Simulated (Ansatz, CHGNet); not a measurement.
Polycrystal shear modulus (GPa) of solids drawn from the class of elemental solids other than molecular ones, at two levels: the machine-learned potential CHGNet-r²SCAN (trained on r²SCAN data), and PBE in Ansatz (plane waves, PAW).

```csv
solid,CHGNet-r²SCAN,PBE,shift (%)
fcc Ir,47.3,221,+367
fcc Pb,1.77,10.9,+516
hcp Be,39.6,162,+309
hcp Tl,3.32,4.74,+43
fcc Cu,35.8,52.4,+46
hcp Os,61.8,263,+326
α-phase Ga,8.91,30.1,+238
bcc K,1.93,1.18,-39
hcp Mg,8.38,20.1,+140
hcp Co,35.2,104,+195
```

The shifts run from -39 % to +516 %, with a median of +217 %.

Over all 10 rows PBE is the larger in 9.

Ansatz's runs of these crystals have no spin polarisation, but for hcp Co.

Density-functional runs with spin start from parallel moments for hcp Co.

Spin–orbit coupling is left out, also for the solids with elements from indium on (fcc Ir, fcc Pb, hcp Tl, hcp Os); its size isn't shown.

Each level is taken at its own relaxed cell. Ansatz's density-functional and Hartree–Fock values are scalar-relativistic unless marked +SOC, with PAW data made under PBE.

Ansatz is a quantum-chemistry and plane-wave program.
